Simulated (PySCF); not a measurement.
benzene (C6H6), SMILES c1ccccc1.

The structure is a stationary point at PBE-D3(BJ)/def2-SVP.

Calculation: PySCF 2.14.0 with PBE-D3(BJ)/def2-SVP.

No scaling factor is applied to the harmonic values.

Modes within 1.5 cm⁻¹ of each other (mostly degenerate sets) share a row, with their intensities summed.

```csv
mode,ν (cm⁻¹),IR (km/mol),moving atoms (share of kinetic energy)
1–2,401,0.0,"C 70 %, H 30 %"
3–4,600,0.0,"C 91 %, H 9 %"
5,668,81.7,H 92 %
6,714,0.0,"C 77 %, H 23 %"
7–8,838,0.0,"H 79 %, C 21 %"
9–10,963,0.0,"H 70 %, C 30 %"
11,980,0.0,C 92 %
12,997,0.0,"H 77 %, C 23 %"
13,1002,0.0,"C 91 %, H 9 %"
14–15,1034,10.9,"H 61 %, C 39 %"
16,1129,0.0,H 98 %
17–18,1151,0.0,"H 90 %, C 10 %"
19,1315,0.0,"H 79 %, C 21 %"
20,1378,0.0,C 98 %
21–22,1463,12.8,"C 60 %, H 40 %"
23–24,1611,0.0,"C 91 %, H 9 %"
25,3104,0.0,H 92 %
26–27,3113,0.0,"H 92 %, C 8 %"
28–29,3128,54.4,"H 91 %, C 9 %"
30,3137,0.0,"H 91 %, C 9 %"
```
